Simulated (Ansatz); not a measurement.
AsH⁻, doublet in aug-cc-pVDZ: errors against full CI

Geometry: a point of a stretch scan, not a stationary point.

```xyz
2

As    0.0000    0.0000    0.0000
H     0.0000    0.0000    1.6620
```

Basis aug-cc-pVDZ; Ansatz 0.2.0. Correlated methods freeze the noble-gas cores and the filled d shells of p-block atoms, which leaves 7 electrons in 31 orbitals. R marks a restricted (for open shells ROHF) determinant, U an unrestricted one. Active spaces: pair = (3e, 3o) about the gap; valence = (7e, 5o) chosen from the atoms' valence shells. No spin–orbit coupling is included, and no scalar relativity.

Full CI is exact within this basis and frozen core; it isn't the basis-set limit. The frozen core follows each run's orbitals, which can shift R against U totals by a few meV for light atoms and by up to 0.1 eV past Ca.

For open shells CISD is restricted-active-space CI with the open shells as a complete middle space.

```
UHF ⟨S²⟩                          : 0.765
T1 diagnostic (RCCSD)             : 0.0206
largest doubles amplitude (RCCSD) : 0.087
```

```
                   level  E − E(full CI) (meV)  share of correlation (%)    wall time
                     RHF                  3724                      0.00            –
                    RMP2                   721                     80.64            –
                    CISD                   324                     91.30        1.1 s
                   RCCSD                   150                     95.98            –
                RCCSD(T)                    30                     99.21          3 s
                 BCCD(T)                    30                     99.19        2.5 s
                  RCCSDT                     8                     99.79            –
               RCCSDT(Q)                     1                     99.97          7 s
                 RCCSDTQ                     0                    100.00  11 s (H100)
     CASSCF (pair space)                  3222                     13.50            –
     NEVPT2 (pair space)                   677                     81.82        2.6 s
     MRCISD (pair space)                   254                     93.18            –
   MRCISD+Q (pair space)                    11                     99.70          3 s
  CASSCF (valence space)                  3183                     14.54            –
  NEVPT2 (valence space)                   879                     76.40        1.2 s
  MRCISD (valence space)                   249                     93.33            –
MRCISD+Q (valence space)                    14                     99.64        1.4 s
```

The correlation energy at full CI, counted from RHF, is -3.724 eV. That run took 20 s on 2 threads of AMD EPYC 7R13 with a shared H100 80 GB, shared host over 35,359,296 determinants.

Run but not shown, since their state, orbitals or frozen core can't be matched to the reference's or they repeat it: UHF, UMP2, UCCSD, UCCSD(T), UCCSDT, UCCSDT(Q), UCCSDTQ.

Times hold each run's SCF and search for its determinant on a shared host, so for small cases they say little of a method's own cost; rows without a card ran on 1 thread of AMD EPYC 7R13. Some runs computed forces too.

The full-CI state has the irrep B2 of C2v, in the program's axes (one component, if the state is degenerate).

Natural occupations of full CI about the gap: 1.958 1.922 1.919 0.984 0.055 0.033 0.020 0.020 0.017 0.015; effectively unpaired electrons, Σ n²(2−n)², 1.08.
